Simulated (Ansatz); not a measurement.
Reaction (substitution at a C–C bond): `Cc1cscn1` + `O/C=C\Cl` → `CO/C=C/Cl` + `c1cscn1`

Program: Ansatz. Geometries: PBE0-D4/def2-TZVP. ΔE: electronic, gas phase. CCSD(T)/CBS adds triple-zeta CCSD(T) − MP2 to the extrapolated MP2 energy (def2 sets, frozen cores). Double bonds are as drawn, so ΔE can hold a change between cis and trans. Each species was taken in one conformer, which may not be the lowest.

`Cc1cscn1`:

Cartesian coordinates in Å:
```
C -1.324 -0.780 0.644
C -0.148 -0.072 0.070
C -0.039 1.273 -0.133
S 1.481 1.647 -0.811
C 1.877 -0.021 -0.781
N 0.954 -0.794 -0.305
H -2.123 -0.082 0.895
H -1.038 -1.324 1.547
H -1.711 -1.514 -0.067
H -0.765 2.041 0.080
H 2.835 -0.373 -1.139
```

`O/C=C\Cl`:

Z-matrix (Å, degrees):
```
C
C 1 1.329
O 1 1.339 2 126.4
H 1 1.083 2 120.5 3 180.0
Cl 2 1.727 1 120.6 3 -0.0
H 2 1.078 1 123.5 3 -180.0
H 3 0.968 1 108.3 2 -0.0
```

`CO/C=C/Cl`:

Z-matrix (Å, degrees):
```
C
O 1 1.412
H 1 1.096 2 111.1
H 1 1.089 2 106.8 3 118.9
H 1 1.095 2 111.2 3 -121.9
C 2 1.347 1 114.7 3 54.9
C 6 1.327 2 121.4 1 161.9
H 6 1.088 2 117.0 1 -19.8
Cl 7 1.718 6 121.5 2 176.6
H 7 1.081 6 123.1 2 -2.2
```

`c1cscn1`:

Z-matrix (Å, degrees):
```
C
N 1 1.363
C 1 1.361 2 115.8
H 1 1.082 2 119.4 3 180.0
C 2 1.296 1 110.4 3 -0.0
S 3 1.704 1 109.5 2 0.0
H 3 1.079 1 128.7 2 -180.0
H 5 1.082 2 124.0 1 180.0
```

```csv
species,SCS-MP2/def2-QZVPP energy (Eh)
`Cc1cscn1`,-607.53686
`O/C=C\Cl`,-612.71407
`CO/C=C/Cl`,-651.92666
`c1cscn1`,-568.29306
```

Q: Work out ΔE.

A: ΔE = (-651.92666) + (-568.29306) − (-607.53686) − (-612.71407) = 0.03121 Eh = +81.9 kJ/mol. CCSD(T)/CBS gives +83.4 kJ/mol.

Largest T1 diagnostic among the species: 0.015.

The D4 term adds +4.3 kJ/mol with B3LYP and +2.3 kJ/mol with PBE0; it sums over pairs of atoms, weighted by their polarisabilities, and B3LYP, whose exchange is more repulsive, gets the larger term. In def2-TZVPP, CCSD(T) changes the Hartree–Fock value by +11.4 kJ/mol (the triples alone add +1.4 kJ/mol) and MP2 by +18.8 kJ/mol.

B3LYP here is the variant with VWN-RPA as its local correlation; programs differ in this.
